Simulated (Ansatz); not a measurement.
# A ladder of methods for SiS (SMILES [Si-]#[S+])

SiS: 2 atoms, total charge 0, spin state singlet. SMILES: `[Si-]#[S+]`. The bond length is the measured one. The run starts from this shape.

```xyz
2

Si    0.0000    0.0000    0.0000
S     0.0000    0.0000    1.9293
```

Quantity: the adiabatic ionisation energy (to the doublet cation, no zero-point term), in eV. The values are calculated.

```tsv
level	kind	program	value (eV)	CPU time (all runs)
HF/STO-3G	Hartree–Fock	Ansatz	5.24	1.7 s
HF/3-21G	Hartree–Fock	Ansatz	9.09	2.8 s
HF/6-31G* (Cartesian functions)	Hartree–Fock	Ansatz	9.10	4.6 s
HF/cc-pVTZ	Hartree–Fock	Ansatz	9.00	10 s
PBE/def2-SVP	GGA	Ansatz	10.33	6.4 s
BLYP/cc-pVTZ	GGA	Ansatz	10.17	33 s
r2SCAN/def2-TZVP	meta-GGA	Ansatz	10.33	32 s
B3LYP/6-31G* (Cartesian functions)	global hybrid	Ansatz	10.49	18 s
B3LYP-D4/def2-TZVP	global hybrid	Ansatz	10.43	23 s
PBE0/aug-cc-pVTZ	global hybrid	Ansatz	10.41	35 s
```

The values span 5.24 to 10.49 eV. Without the sets that lack polarisation functions the rows with a basis span only 9.00 to 10.49 eV. Times are those of the runs behind each value, whatever else they computed, on shared processors of several kinds: orders of magnitude only.
